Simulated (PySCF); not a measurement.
Gas-phase reaction: B(OH)3 + B2O = 3 BH + 2 O2

Method: PySCF energies plus ideal-gas RRHO corrections (1 bar). † marks an energy on the PBE0/def2-TZVP geometry and frequencies. MP2 and CCSD(T) freeze the core. Open shells (unrestricted): O2 (multiplicity 3); the rest are closed-shell singlets. B3LYP is the form with VWN-RPA correlation. MP2 isn't extrapolated to the basis-set limit. CCSD(T) isn't extrapolated to the basis-set limit. Strong static correlation: B2O.

```
level                ΔH°(298 K), kJ
-------------------  --------------
B3LYP/def2-TZVP†                [?]
BLYP/def2-TZVP†                 [?]
CCSD(T)/def2-TZVPP†            2106
MP2/def2-TZVPP†                 [?]
PBE/def2-TZVP†                 2087
LDA/def2-TZVP†                 2324
ωB97X-V/def2-TZVP†             2096
```

Complete the blanks.


- B3LYP/def2-TZVP†, ΔH°(298 K), kJ: 2088
- BLYP/def2-TZVP†, ΔH°(298 K), kJ: 2028
- MP2/def2-TZVPP†, ΔH°(298 K), kJ: 2213
